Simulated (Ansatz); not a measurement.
Geometry optimisation, Ansatz 0.2.0, RKS PBE0-D4/def2-SVP.

input.yaml

```yaml
crystal:
  periodic: [false, false, false]
  atoms:
    - { symbol: Si, position_ang: [0.0, 0.0, 0.0] }
    - { symbol: H, position_ang: [0.0, 0.0, 1.46] }
    - { symbol: H, position_ang: [1.3768, 0.0, -0.4862] }
    - { symbol: C, position_ang: [-0.8808, 1.5259, -0.6227] }
    - { symbol: H, position_ang: [-1.9334, 1.2723, -0.8671] }
    - { symbol: H, position_ang: [-0.8624, 2.3106, 0.1622] }
    - { symbol: H, position_ang: [-0.3704, 1.9025, -1.5336] }
    - { symbol: "N", position_ang: [-0.8572, -1.4851, -0.6061] }
    - { symbol: H, position_ang: [-1.3922, -2.1014, 0.0704] }
    - { symbol: H, position_ang: [-0.8219, -1.7344, -1.6357] }
basis:
  gaussian: { orbitals: def2-SVP }
hamiltonian:
  xc: pbe0
  dispersion: d4
relax:
  f_tol: 0.02
  max_steps: 40
```

Launched with:

```bash
$ ansatz run input.yaml --threads 1 --pin off --max-ram 2048MiB --backend cpu --events-out ev --progress --plain --runs-dir out
```

Problem. Where does it end, and by what steps?

Solution. The forces met the threshold. After 15 steps the energy has fallen by 0.381 eV; H9 moved furthest, 0.66 Å.

```
step  energy less start (eV)  largest force component (eV/Å)  accepted
   0                  0.0000                           2.095       yes
   1                 -0.2682                           1.039       yes
   2                 -0.3209                           0.178       yes
   3                 -0.2801                           0.793        no
   4                 -0.3379                           0.116       yes
   5                 -0.3497                           0.349       yes
   6                 -0.3701                           0.159       yes
   7                 -0.3611                           0.280        no
   8                 -0.3754                           0.092       yes
   9                 -0.3734                           0.297        no
  10                 -0.3784                           0.057       yes
  11                 -0.3801                           0.100       yes
  12                 -0.3742                           0.665        no
  13                 -0.3809                           0.025       yes
  14                 -0.3811                           0.045       yes
  15                 -0.3812                           0.009       yes
```

```xyz
10
Properties=species:S:1:pos:R:3
Si -0.131 -0.038 0.062
H -0.346 -0.115 1.541
H 1.358 0.011 -0.157
C -0.870 1.528 -0.654
H -1.954 1.570 -0.468
H -0.402 2.419 -0.207
H -0.707 1.579 -1.742
N -0.937 -1.415 -0.625
H -0.819 -2.317 -0.175
H -0.935 -1.532 -1.633
```

Whether the end is a true minimum wasn't checked by a vibrational analysis.

Time of the run: 39 s on 1 thread of Arm Neoverse V2, on a shared host, peak memory 0.14 GiB.
